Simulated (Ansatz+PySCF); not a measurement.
## doublet CH4S(+): levels of theory in one basis

```xyz
6

C    -1.2066    0.0217    0.0222
H    -1.6821    0.9750    0.2054
H    -1.7338   -0.9100   -0.1292
S     0.5543   -0.0791   -0.0798
H     0.8683    1.2397   -0.1715
H     0.9194   -0.1689    1.2383
```

Basis set: cc-pVTZ on H, C; cc-pV(T+d)Z on S (spherical functions). Left uncorrelated: 6 orbitals. Correlation on ROHF uses semicanonical orbitals with singles. Charge 1, multiplicity 2.

Computed with Ansatz (development build ahead of 0.2.0); each method stands on the lowest determinant of its kind that the runs found.

```json
{"method": "ROHF", "E − E(ROHF) (eV)": "0.00", "<S²> of the determinant": "0.75"}
{"method": "UHF", "E − E(ROHF) (eV)": "-0.14", "<S²> of the determinant": "0.77"}
{"method": "ROHF-MP2", "E − E(ROHF) (eV)": "-8.82", "<S²> of the determinant": "–"}
{"method": "UHF-MP2", "E − E(ROHF) (eV)": "-8.80", "<S²> of the determinant": "0.77"}
{"method": "ROHF-CCSD(T)", "E − E(ROHF) (eV)": "-10.22", "<S²> of the determinant": "–"}
```

Task: What does UHF-CCSD give on the same scale?

Result: -9.86 eV.
